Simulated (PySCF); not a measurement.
PySCF input (M06-2X/aug-cc-pV(Q+d)Z):

```python
import numpy as np, basis_set_exchange as bse
from pyscf import gto, scf, dft, df

basis = {'Cl': gto.basis.parse(bse.get_basis('aug-cc-pV(Q+d)Z', elements=['Cl'], fmt='nwchem')), 'H': gto.basis.parse(bse.get_basis('aug-cc-pV(Q+d)Z', elements=['H'], fmt='nwchem'))}
mol = gto.M(
    atom='''
    Cl   -0.00000000   -0.00000000   -0.07122178
    H     0.00000000    0.00000000    1.21077034
    ''',
    basis=basis,
    charge=0,
    verbose=4,
    max_memory=1839,
)
mf = dft.RKS(mol, xc='m062x')
mf.grids.level = 4
mf = mf.density_fit(auxbasis=df.autoaux(mol))
mf.conv_tol = 1e-9
mf.max_cycle = 100
print('smallest overlap eigenvalue', np.linalg.eigvalsh(mol.intor('int1e_ovlp'))[0])
mf.kernel()
dip = mf.dip_moment()
```

Output:

```
PySCF version 2.14.0

[INPUT] verbose = 4
[INPUT] num. atoms = 2
[INPUT] num. electrons = 18
[INPUT] charge = 0
[INPUT] spin (= nelec alpha-beta = 2S) = 0
[INPUT] symmetry False subgroup None
[INPUT] Mole.unit = angstrom
[INPUT] Symbol           X                Y                Z      unit          X                Y                Z       unit  Magmom
[INPUT]  1 Cl     0.000000000000   0.000000000000  -0.071221780000 AA    0.000000000000   0.000000000000  -0.134589658304 Bohr   0.0
[INPUT]  2 H      0.000000000000   0.000000000000   1.210770340000 AA    0.000000000000   0.000000000000   2.288024342347 Bohr   0.0

nuclear repulsion = 7.01721363594653
number of shells = 18
number of NR pGTOs = 165
number of NR cGTOs = 135
basis = {'Cl': [[0, [834900.0, 2.31688e-05, -6.49649e-06, 0.0, 0.0, 1.96645e-06, 0.0], [125000.0, 0.000180154, -5.04895e-05, 0.0, 0.0, 1.5262e-05, 0.0], [28430.0, 0.000947782, -0.000266113, 0.0, 0.0, 8.06086e-05, 0.0], [8033.0, 0.00400139, -0.00112499, 0.0, 0.0, 0.00033996, 0.0], [2608.0, 0.0144629, -0.00410497, 0.0, 0.0, 0.00124551, 0.0], [933.9, 0.0456586, -0.0131987, 0.0, 0.0, 0.00399612, 0.0], [360.0, 0.123248, -0.0375342, 0.0, 0.0, 0.0114751, 0.0], [147.0, 0.264369, -0.0897233, 0.0, 0.0, 0.0275504, 0.0], [62.88, 0.382989, -0.167671, 0.0, 0.0, 0.0532917, 0.0], [27.6, 0.270934, -0.174763, 0.0, 0.0, 0.0571246, 0.0], [11.08, 0.0471404, 0.114909, 0.0, 0.0, -0.0395201, 0.0], [5.075, -0.00371766, 0.563618, 0.0, 0.0, -0.264343, 0.0], [2.278, 0.00219158, 0.441606, 0.0, 0.0, -0.349291, 0.0], [0.7775, -0.00084985, 0.0426697, 1.0, 0.0, 0.269671, 0.0], [0.3527, 0.000424664, -0.00667229, 0.0, 1.0, 0.676073, 0.0], [0.1431, -0.000120018, 0.00190729, 0.0, 0.0, 0.284679, 1.0]], [0, [0.0519, 1.0]], [1, [1703.0, 0.000474039, 0.0, -0.000128266, 0.0, 0.0], [403.6, 0.00406412, 0.0, -0.00109356, 0.0, 0.0], [130.3, 0.0213355, 0.0, -0.00583429, 0.0, 0.0], [49.05, 0.0794611, 0.0, -0.0219258, 0.0, 0.0], [20.26, 0.208927, 0.0, -0.0601385, 0.0, 0.0], [8.787, 0.364945, 0.0, -0.106929, 0.0, 0.0], [3.919, 0.371725, 0.0, -0.122454, 0.0, 0.0], [1.765, 0.146292, 0.0, 0.0383619, 0.0, 0.0], [0.7207, 0.0107906, 1.0, 0.385256, 0.0, 0.0], [0.2839, 0.00117004, 0.0, 0.507265, 1.0, 0.0], [0.106, 0.000339408, 0.0, 0.227218, 0.0, 1.0]], [1, [0.0376, 1.0]], [2, [5.191, 1.0, 0.0, 0.0, 0.0], [1.276, 0.0, 1.0, 0.0, 0.0], [0.583, 0.0, 0.0, 1.0, 0.0], [0.243, 0.0, 0.0, 0.0, 1.0]], [2, [0.0912, 1.0]], [3, [1.089, 1.0, 0.0], [0.423, 0.0, 1.0]], [3, [0.217, 1.0]], [4, [0.827, 1.0]], [4, [0.378, 1.0]]], 'H': [[0, [82.64, 0.0, 0.0, 0.002006, 0.0], [12.41, 0.0, 0.0, 0.015343, 0.0], [2.824, 0.0, 0.0, 0.075579, 0.0], [0.7977, 1.0, 0.0, 0.256875, 0.0], [0.2581, 0.0, 1.0, 0.497368, 0.0], [0.08989, 0.0, 0.0, 0.296133, 1.0]], [0, [0.02363, 1.0]], [1, [2.292, 1.0, 0.0, 0.0], [0.838, 0.0, 1.0, 0.0], [0.292, 0.0, 0.0, 1.0]], [1, [0.0848, 1.0]], [2, [2.062, 1.0, 0.0], [0.662, 0.0, 1.0]], [2, [0.19, 1.0]], [3, [1.397, 1.0]], [3, [0.36, 1.0]]]}
ecp = {}
ETB for H: l = 0, exps = 0.04726 * 1.8^n , n = 0..13
ETB for H: l = 1, exps = 0.10843 * 2^n , n = 0..6
ETB for H: l = 2, exps = 0.1696 * 2.2^n , n = 0..5
ETB for H: l = 3, exps = 0.2748 * 2.2^n , n = 0..4
ETB for H: l = 4, exps = 0.38 * 2.2^n , n = 0..4
ETB for Cl: l = 0, exps = 0.0752 * 1.8^n , n = 0..19
ETB for Cl: l = 1, exps = 0.0752 * 1.8^n , n = 0..16
ETB for Cl: l = 2, exps = 0.0752 * 1.8^n , n = 0..15
ETB for Cl: l = 3, exps = 0.1288 * 2.2^n , n = 0..9
ETB for Cl: l = 4, exps = 0.1824 * 2.2^n , n = 0..8
ETB for Cl: l = 5, exps = 0.30820000000000003 * 2.3^n , n = 0..4
smallest overlap eigenvalue 8.559729634514615e-05

******** <class 'pyscf.df.df_jk.DFRKS'> ********
method = DFRKS
initial guess = minao
damping factor = 0
level_shift factor = 0
DIIS = <class 'pyscf.scf.diis.CDIIS'>
diis_start_cycle = 1
diis_space = 8
diis_damp = 0
SCF conv_tol = 1e-09
SCF conv_tol_grad = None
SCF max_cycles = 100
direct_scf = False
XC library pyscf.dft.libxc version 7.1.2
    S. Lehtola, C. Steigemann, M. J. T. Oliveira, and M. A. L. Marques,  SoftwareX 7, 1–5 (2018)
XC functionals = m062x
    Y. Zhao and D. G. Truhlar,  Theor. Chem. Acc. 120, 215 (2008)
    Y. Zhao and D. G. Truhlar,  Theor. Chem. Acc. 120, 215 (2008)
radial grids:
    Treutler-Ahlrichs [JCP 102, 346 (1995); DOI:10.1063/1.469408] (M4) radial grids

becke partition: Becke, JCP 88, 2547 (1988); DOI:10.1063/1.454033
pruning grids: <function nwchem_prune>
grids dens level: 4
symmetrized grids: False
atomic radii adjust function: <function treutler_atomic_radii_adjust>
small_rho_cutoff = 0
Set gradient conv threshold to 3.16228e-05
Initial guess from minao.
tot grids = 44400
******** <class 'pyscf.df.df.DF'> ********
auxbasis = {'H': [[0, [np.float64(98.40933195516197), 1]], [0, [np.float64(54.6718510862011), 1]], [0, [np.float64(30.37325060344505), 1]], [0, [np.float64(16.87402811302503), 1]], [0, [np.float64(9.374460062791682), 1]], [0, [np.float64(5.208033368217602), 1]], [0, [np.float64(2.8933518712320008), 1]], [0, [np.float64(1.6074177062400004), 1]], [0, [np.float64(0.8930098368000001), 1]], [0, [np.float64(0.49611657600000003), 1]], [0, [np.float64(0.27562032000000003), 1]], [0, [np.float64(0.15312240000000002), 1]], [0, [np.float64(0.085068), 1]], [0, [np.float64(0.04726), 1]], [1, [np.float64(6.93952), 1]], [1, [np.float64(3.46976), 1]], [1, [np.float64(1.73488), 1]], [1, [np.float64(0.86744), 1]], [1, [np.float64(0.43372), 1]], [1, [np.float64(0.21686), 1]], [1, [np.float64(0.10843), 1]], [2, [np.float64(8.740559872000002), 1]], [2, [np.float64(3.972981760000001), 1]], [2, [np.float64(1.8059008000000005), 1]], [2, [np.float64(0.8208640000000001), 1]], [2, [np.float64(0.37312), 1]], [2, [np.float64(0.1696), 1]], [3, [np.float64(6.437354880000002), 1]], [3, [np.float64(2.926070400000001), 1]], [3, [np.float64(1.330032), 1]], [3, [np.float64(0.60456), 1]], [3, [np.float64(0.2748), 1]], [4, [np.float64(8.901728000000002), 1]], [4, [np.float64(4.046240000000001), 1]], [4, [np.float64(1.8392000000000004), 1]], [4, [np.float64(0.8360000000000001), 1]], [4, [np.float64(0.38), 1]]], 'Cl': [[0, [np.float64(5325.929797072143), 1]], [0, [np.float64(2958.849887262301), 1]], [0, [np.float64(1643.8054929235007), 1]], [0, [np.float64(913.2252738463891), 1]], [0, [np.float64(507.34737435910506), 1]], [0, [np.float64(281.85965242172506), 1]], [0, [np.float64(156.58869578984724), 1]], [0, [np.float64(86.99371988324847), 1]], [0, [np.float64(48.329844379582475), 1]], [0, [np.float64(26.849913544212487), 1]], [0, [np.float64(14.916618635673604), 1]], [0, [np.float64(8.287010353152002), 1]], [0, [np.float64(4.603894640640001), 1]], [0, [np.float64(2.5577192448000003), 1]], [0, [np.float64(1.4209551360000001), 1]], [0, [np.float64(0.78941952), 1]], [0, [np.float64(0.4385664000000001), 1]], [0, [np.float64(0.24364800000000003), 1]], [0, [np.float64(0.13536), 1]], [0, [np.float64(0.0752), 1]], [1, [np.float64(913.2252738463891), 1]], [1, [np.float64(507.34737435910506), 1]], [1, [np.float64(281.85965242172506), 1]], [1, [np.float64(156.58869578984724), 1]], [1, [np.float64(86.99371988324847), 1]], [1, [np.float64(48.329844379582475), 1]], [1, [np.float64(26.849913544212487), 1]], [1, [np.float64(14.916618635673604), 1]], [1, [np.float64(8.287010353152002), 1]], [1, [np.float64(4.603894640640001), 1]], [1, [np.float64(2.5577192448000003), 1]], [1, [np.float64(1.4209551360000001), 1]], [1, [np.float64(0.78941952), 1]], [1, [np.float64(0.4385664000000001), 1]], [1, [np.float64(0.24364800000000003), 1]], [1, [np.float64(0.13536), 1]], [1, [np.float64(0.0752), 1]], [2, [np.float64(507.34737435910506), 1]], [2, [np.float64(281.85965242172506), 1]], [2, [np.float64(156.58869578984724), 1]], [2, [np.float64(86.99371988324847), 1]], [2, [np.float64(48.329844379582475), 1]], [2, [np.float64(26.849913544212487), 1]], [2, [np.float64(14.916618635673604), 1]], [2, [np.float64(8.287010353152002), 1]], [2, [np.float64(4.603894640640001), 1]], [2, [np.float64(2.5577192448000003), 1]], [2, [np.float64(1.4209551360000001), 1]], [2, [np.float64(0.78941952), 1]], [2, [np.float64(0.4385664000000001), 1]], [2, [np.float64(0.24364800000000003), 1]], [2, [np.float64(0.13536), 1]], [2, [np.float64(0.0752), 1]], [3, [np.float64(155.49627525160972), 1]], [3, [np.float64(70.68012511436805), 1]], [3, [np.float64(32.12732959744002), 1]], [3, [np.float64(14.603331635200007), 1]], [3, [np.float64(6.637878016000002), 1]], [3, [np.float64(3.0172172800000006), 1]], [3, [np.float64(1.3714624000000004), 1]], [3, [np.float64(0.6233920000000001), 1]], [3, [np.float64(0.28336), 1]], [3, [np.float64(0.1288), 1]], [4, [np.float64(100.09359332966407), 1]], [4, [np.float64(45.49708787712003), 1]], [4, [np.float64(20.68049448960001), 1]], [4, [np.float64(9.400224768000003), 1]], [4, [np.float64(4.2728294400000015), 1]], [4, [np.float64(1.9421952000000007), 1]], [4, [np.float64(0.8828160000000002), 1]], [4, [np.float64(0.40128), 1]], [4, [np.float64(0.1824), 1]], [5, [np.float64(8.624699619999998), 1]], [5, [np.float64(3.7498693999999997), 1]], [5, [np.float64(1.6303779999999999), 1]], [5, [np.float64(0.70886), 1]], [5, [np.float64(0.30820000000000003), 1]]]}
init E= -460.739434610655
  HOMO = -0.410459339130587  LUMO = -0.0191536194357163  gap/eV = 10.64797
cycle= 1 E= -460.796478667797  delta_E= -0.057  |g|= 0.205  |ddm|= 2.66
  HOMO = -0.373474829447917  LUMO = -0.0147595809881942  gap/eV = 9.76114
cycle= 2 E= -460.804431702274  delta_E= -0.00795  |g|= 0.161  |ddm|= 0.59
  HOMO = -0.399820345938748  LUMO = -0.0104388228511958  gap/eV = 10.59561
cycle= 3 E= -460.810513310027  delta_E= -0.00608  |g|= 0.0131  |ddm|= 0.298
  HOMO = -0.400162986066828  LUMO = -0.00960192817012384  gap/eV = 10.62771
cycle= 4 E= -460.81054104783  delta_E= -2.77e-05  |g|= 0.00229  |ddm|= 0.0297
  HOMO = -0.39971062430403  LUMO = -0.0094837670128527  gap/eV = 10.61861
cycle= 5 E= -460.810543676443  delta_E= -2.63e-06  |g|= 0.000595  |ddm|= 0.0092
  HOMO = -0.399868009790899  LUMO = -0.00950919325131849  gap/eV = 10.62220
cycle= 6 E= -460.810543757907  delta_E= -8.15e-08  |g|= 0.000184  |ddm|= 0.00186
  HOMO = -0.399839723907194  LUMO = -0.00950381788279131  gap/eV = 10.62158
cycle= 7 E= -460.810543765138  delta_E= -7.23e-09  |g|= 1.65e-05  |ddm|= 0.000358
  HOMO = -0.399839193229408  LUMO = -0.00950434053835636  gap/eV = 10.62155
cycle= 8 E= -460.810543765281  delta_E= -1.43e-10  |g|= 1.55e-06  |ddm|= 5.43e-05
  HOMO = -0.399839576508855  LUMO = -0.00950440420786336  gap/eV = 10.62156
Extra cycle  E= -460.810543765283  delta_E= -1.93e-12  |g|= 5.1e-07  |ddm|= 7.9e-06
converged SCF energy = -460.810543765283
Dipole moment(X, Y, Z, Debye): -0.00000, -0.00000,  1.10747
```
